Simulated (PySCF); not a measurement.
Species: oxalyl dichloride, C2Cl2O2.
Cartesian coordinates in Å at the PBE0-D3(BJ)/def2-SVP level; atoms count from 1:
```xyz
6
C2Cl2O2 angstrom
O     -0.9499    1.3720   -0.4970
C     -0.7126    0.2731   -0.1379
Cl    -1.9243   -0.9467    0.1593
C      0.7132   -0.2723    0.1308
O      0.9513   -1.3707    0.4909
Cl     1.9254    0.9467   -0.1677
```

The calculation used PBE0-D3(BJ)/def2-SVP geometry optimisation, gas phase in PySCF.

Masses are those of the commonest isotopes; rigid-rotor values at the optimised geometry. The values belong to one conformer with, in the numbering `[O:1]=[C:2]([Cl:3])[C:4](=[O:5])[Cl:6]`, O1–C2–C4–O5 180°.

Question: What are A, B and C (MHz)?

Answer: Ia = 102.17, Ib = 332.79, Ic = 434.96 u·Å²; 505379 MHz·u·Å²/I gives A = 4947, B = 1519, C = 1162 MHz.

Question: What kind of rotor is it?

Answer: An asymmetric top; Ray's κ = -0.811.

Question: What does the inertial defect say?

Answer: Planar: Δ = Ic − Ia − Ib = 0.00 u·Å². For a rigid frame Δ = −2 Σ m c², so it vanishes when all atoms lie in the ab plane; here none is more than 0.01 Å from it.

Question: Where do the levels up to J = 2 lie, in cm⁻¹?

Answer: Above 0(0,0):
J = 1: 1(0,1) 0.0894, 1(1,1) 0.2038, 1(1,0) 0.2157
J = 2: 2(0,2) 0.2674, 2(1,2) 0.3707, 2(1,1) 0.4064, 2(2,1) 0.7494, 2(2,0) 0.7503
Those of J = 1 are B + C, A + C and A + B.

The point group C2h allows no dipole (computed: 0.00 D), so a rigid rotor has no electric-dipole lines.

Stationary, but not proved a minimum. No vibrational averaging or centrifugal distortion is included, and the geometry carries the error of its method. Quadrupole hyperfine structure (35Cl) is left out.
